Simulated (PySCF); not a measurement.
C4H3Cl.
Numbering: `[CH2:1]=[C:2]1[CH:3]=[C:4]1[Cl:5]` (hydrogens: H6, H7 on C1; H8 on C3)

Method used: PBE0-D3(BJ)/def2-SVP geometry optimisation, gas phase in PySCF.

Some entries are withheld.

| coordinate | value |
| --- | --- |
| C1=C2 | 1.330 Å |
| C2–C3 | ? |
| C3=C4 | ? |
| C4–Cl5 | ? |
| C2–C4 | 1.432 Å |
| C1–H6 | 1.091 Å |
| C1–H7 | 1.091 Å |
| C3–H8 | 1.087 Å |
| C2–C1–H6 | 120.5° |
| C2–C1–H7 | 120.9° |
| H6–C1–H7 | 118.6° |
| C1–C2–C3 | 152.5° |
| C1–C2–C4 | 153.1° |
| C3–C2–C4 | 54.4° |
| C2–C3–C4 | 61.9° |
| C2–C3–H8 | ? |
| C4–C3–H8 | 149.7° |
| C3–C4–Cl5 | ? |
| C2–C4–C3 | ? |
| C2–C4–Cl5 | 148.4° |

Fill in the missing values.

- C2–C3 = 1.456 Å, drawn single (fully substituted alkene carbon to alkene CH carbon); equal to the sum of covalent radii, 1.46 Å.
- C3=C4 = 1.320 Å, drawn double (alkene CH carbon to vinylic C–Cl carbon); 0.14 Å below the sum of covalent radii, 1.46 Å.
- C4–Cl5 = 1.680 Å, drawn single (vinylic C–Cl carbon to vinyl chlorine); 0.07 Å below the sum of covalent radii, 1.75 Å.
- C2–C3–H8 = 148.4°, at the alkene CH carbon; the outer atoms are 2.449 Å apart.
- C3–C4–Cl5 = 147.9°, at the vinylic C–Cl carbon; the outer atoms are 2.885 Å apart.
- C2–C4–C3 = 63.7°, at the vinylic C–Cl carbon, inside a 3-membered ring; the outer atoms are 1.456 Å apart.

Radii are Cordero's, carbon taken as 0.76, 0.73 or 0.69 Å for four, three, and two or fewer neighbours.

No frequency check.
